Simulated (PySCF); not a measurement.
Atom-mapped SMILES (the numbers label the heavy atoms): `[CH3:1]/[CH:2]=[N:3]\[CH3:4]`. Each H is labelled by its parent atom.

GIAO PBE0/pcSseg-1 shifts (PySCF 2.14, gas phase, non-relativistic, equivalent atoms averaged), each against references optimised in the same way as the molecule (TMS, NH3).

On the GFN2-xTB geometry: C2 162.4, C4 40.4, C1 15.1, N3 381.0, H(C2) 7.81, H(C4) 3.62, H(C1) 1.80 ppm.

**Question.** What changes on the PBE0-D3(BJ)/def2-SVP geometry?

**Answer.** 
```json
{"atoms": "C2", "δ (ppm)": "168.1", "change": "+5.7"}
{"atoms": "C4", "δ (ppm)": "37.4", "change": "-3.0"}
{"atoms": "C1", "δ (ppm)": "17.1", "change": "+2.0"}
{"atoms": "N3", "δ (ppm)": "379.0", "change": "-2.0"}
{"atoms": "H(C2)", "δ (ppm)": "7.61", "change": "-0.20"}
{"atoms": "H(C4)", "δ (ppm)": "3.25", "change": "-0.37"}
{"atoms": "H(C1)", "δ (ppm)": "1.69", "change": "-0.11"}
```

Bonds between heavy atoms that differ most (equivalent bonds averaged): N3–C4 1.430 → 1.443 Å, C2–N3 1.254 → 1.266 Å. Mean change of bonds to hydrogen: C–H +0.013 Å.
